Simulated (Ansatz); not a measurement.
# CH7Si (doublet): wave-function methods side by side at distance C1–H5 along a hydrogen transfer = 1.090 Å, cc-pVDZ

One table from this session's results is given with a row withheld; the runs are named, their logs left out.

Computed with Ansatz 0.2.0, Gaussian basis. Level: cc-pVDZ, core rule «outside noble gas», up to 6 orbitals frozen.

The runs, in order: UHF; CCSD(T) on ROHF; CCSD(T) on UHF; BCCD(T) on ROHF; CISD; CCSDT(Q) on ROHF; CCSDT(Q) on UHF; CASSCF and MRCISD+Q, 3 electrons in 3 orbitals; CASSCF and NEVPT2, 3 electrons in 3 orbitals; CASSCF and NEVPT2, 9 electrons in 9 orbitals.

1 further run of the same task is left out (it didn't finish).

## The geometry

The geometry derives from fragments relaxed apart (PBE0/def2-TZVP) and kept rigid, so it is no stationary point. A hydrogen atom is moved between rigid fragments.

9 atoms, charge 0, spin multiplicity 2.

Atoms are counted from 1 here; the program's logs count them from 0.

Bond lengths: C1–H2 1.090 Å, C1–H3 1.090 Å, C1–H4 1.090 Å, C1–H5 1.090 Å, Si6–H7 1.486 Å, Si6–H8 1.486 Å, Si6–H9 1.486 Å. Angles: H2–C1–H3 109.5°, H2–C1–H4 109.5°, H2–C1–H5 109.5°, H3–C1–H4 109.5°, H3–C1–H5 109.5°, H4–C1–H5 109.5°, H7–Si6–H8 111.3°, H7–Si6–H9 111.3°, H8–Si6–H9 111.3°.

As a file:

```xyz
9
charge 0, multiplicity 2
C    -1.91778    0.00000    0.00000
H    -2.28098    1.02730    0.00000
H    -2.28098   -0.51365    0.88967
H    -2.28098   -0.51365   -0.88967
H    -0.82816    0.00000    0.00000
Si    0.94522    0.00000    0.00000
H     1.39520   -1.41625    0.00000
H     1.39520    0.70813   -1.22651
H     1.39520    0.70813    1.22651
```

Set-up of the first run:

Contents of in.yaml:

```yaml
crystal:
  periodic: [false, false, false]
  atoms:
    - {symbol: C, position_ang: [-1.917777, 0.000000, 0.000000]}
    - {symbol: H, position_ang: [-2.280983, 1.027301, 0.000000]}
    - {symbol: H, position_ang: [-2.280983, -0.513650, 0.889668]}
    - {symbol: H, position_ang: [-2.280983, -0.513650, -0.889669]}
    - {symbol: H, position_ang: [-0.828161, 0.000000, 0.000000]}
    - {symbol: Si, position_ang: [0.945223, 0.000000, 0.000000]}
    - {symbol: H, position_ang: [1.395196, -1.416253, 0.000000]}
    - {symbol: H, position_ang: [1.395196, 0.708127, -1.226511]}
    - {symbol: H, position_ang: [1.395196, 0.708127, 1.226511]}
basis:
  gaussian: {orbitals: cc-pVDZ}
magnetization: {spin_polarized: true, initial_magnetization: 1}
hamiltonian: {xc: hf}
output: {orbitals: {seedname: orbitals}}
```

Run with:

```sh
> ansatz run in.yaml --threads 1 --pin off --events-out ev --progress --plain --max-ram 4096MiB --backend cpu
```

Steps of the session up to this table: UHF; CCSD(T) on ROHF; CCSD(T) on UHF; BCCD(T) on ROHF; CISD; CCSDT(Q) on ROHF; CCSDT(Q) on UHF; CASSCF and MRCISD+Q, 3 electrons in 3 orbitals; CASSCF and NEVPT2, 3 electrons in 3 orbitals; CASSCF and NEVPT2, 9 electrons in 9 orbitals.

One table of the session follows, with a row left open; its other results are not shown here.

It belongs to the step «Misses and costs». 

| method | from UCCSDT(Q) (meV) |
| --- | --- |
| ROHF | +8951.6 |
| UHF | +8851.4 |
| RMP2 | +1562.4 |
| UMP2 | +1576.6 |
| CISD | +1085.2 |
| RCCSD | +233.2 |
| UCCSD | ? |
| RCCSD(T) | +36.7 |
| UCCSD(T) | +37.1 |
| BCCD(T) | +36.7 |
| RCCSDT | +8.0 |
| UCCSDT | +7.6 |
| RCCSDT(Q) | +0.4 |
| UCCSDT(Q) | 0 |
| CASSCF frontier | +6711.1 |
| NEVPT2 frontier | +1624.2 |

**Question.** Estimate the row for UCCSD.

As computed: from UCCSDT(Q) (meV): +231.1. In the column «from UCCSDT(Q) (meV)» it lies between UCCSD(T) (+37.1) and RCCSD (+233.2).

Limits of these values: Left out of the table: CASSCF pair, NEVPT2 pair, MRCISD pair, MRCISD+Q pair (the active space lost an orbital or holds another state than full CI finds). Restricted and unrestricted rows rest on different reference determinants; where their highest levels disagree by more than a few hundredths of an eV, they describe different states and don't form one ladder. Warnings in the runs' records: passed over end.
